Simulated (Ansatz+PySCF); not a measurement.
doublet S₂(+): levels of theory in one basis

```xyz
2

S     0.0000    0.0000   -0.8865
S     0.0000    0.0000    0.8865
```

Basis set: cc-pV(T+d)Z (spherical functions). Correlated methods keep 10 orbitals frozen. Correlation on ROHF uses semicanonical orbitals with singles. Charge 1, multiplicity 2.

Computed with Ansatz (development build ahead of 0.2.0) and PySCF 2.14.0; each method stands on the lowest determinant of its kind that the runs found.

| method | E − E(ROHF) (eV) | <S²> of the determinant |
| --- | --- | --- |
| ROHF | 0.00 | 0.75 |
| UHF | -0.33 | 1.10 |
| ROHF-MP2 | -8.80 | – |
| UHF-MP2 | -8.12 | 1.10 |
| UHF-CCSD | -9.31 | 1.10 |
| ROHF-CCSD(T) | -9.90 | – |
| UHF-CCSD(T) | -9.87 | 1.10 |

The restricted and unrestricted rows may stand on different electronic states: another unrestricted solution lies nearer the restricted one.

Caution for UHF, UHF-MP2, UHF-CCSD, UHF-CCSD(T): the unrestricted determinant is spin contaminated; the determinant breaks the point group. Caution for ROHF-MP2, UHF-MP2, UHF-CCSD, ROHF-CCSD(T), UHF-CCSD(T): large share of triples, a single reference is doubtful. Caution for ROHF-MP2, UHF-MP2: forces differ strongly between restricted and unrestricted references; MP2 on this radical cation hangs on the determinant chosen. Caution for UHF-MP2: another reference gives a lower total.
